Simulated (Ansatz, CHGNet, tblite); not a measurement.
# Zinc-blende GaP: properties by level of theory

Reference values: lattice constant a 5.439 Å (measured, static lattice: zero-point anharmonic expansion removed; as tabulated in Mejia-Rodriguez and Trickey (2018), arXiv:1807.09216); zone-centre TO phonon frequency 366 cm⁻¹ (measured, temperature not stated, not corrected to a static lattice; as tabulated in Han and Bester (2011), arXiv:1107.0196); elastic constant C11 140 GPa (measured, temperature not stated, no zero-point or thermal correction; as tabulated in Råsander and Moram (2015), arXiv:1505.02379); elastic constant C44 70 GPa (measured, temperature not stated, not corrected to a static lattice; as tabulated in Råsander and Moram (2015), arXiv:1505.02379).

| level (code) | lattice constant a (Å) | zone-centre TO phonon frequency (cm⁻¹) | elastic constant C11 (GPa) | elastic constant C44 (GPa) |
|---|---|---|---|---|
| GFN2-xTB (tblite) | 5.687 | 298 | 65.7 | 28.5 |
| CHGNet 0.3.0 | 5.502 | 210 | 99.6 | 23.4 |
| PBE (Ansatz) | 5.506 | 345 | 125 | 64.5 |
| r²SCAN (Ansatz) | 5.451 | 360 | 142 | 73.1 |
| B3LYP (VWN-RPA form) (Ansatz) | 5.531 | 349 | 132 | 69.7 |

Differences from the reference values (errors of the level alone only where the reference is corrected to a static lattice):

```csv
level,lattice constant a (%),zone-centre TO phonon frequency (%),elastic constant C11 (%),elastic constant C44 (%)
GFN2-xTB,+4.56,-18.6,-53,-59
CHGNet 0.3.0,+1.16,-43,-29,-67
PBE,+1.23,-5.7,-10.7,-7.9
r²SCAN,+0.22,-1.6,+1.4,+4.4
B3LYP (VWN-RPA form),+1.69,-4.6,-5.7,-0.4
```

Nearest: lattice constant a, r²SCAN; zone-centre TO phonon frequency, not ranked (one source); elastic constant C11, not ranked (reference at room or unstated temperature); elastic constant C44, not ranked (reference at room or unstated temperature).

Machine-learned potentials (CHGNet 0.3.0) are trained on DFT data: a solid inside that data is no test of them.

Caveats: the method was fitted mainly to molecules (GFN2-xTB); the run uses a supercell at the zone centre in place of a k mesh (GFN2-xTB). Ansatz's density-functional and Hartree–Fock values are scalar-relativistic unless marked +SOC, with PAW data made under PBE.

Differences are worked out from the printed values.

Ansatz is a quantum-chemistry and plane-wave program.
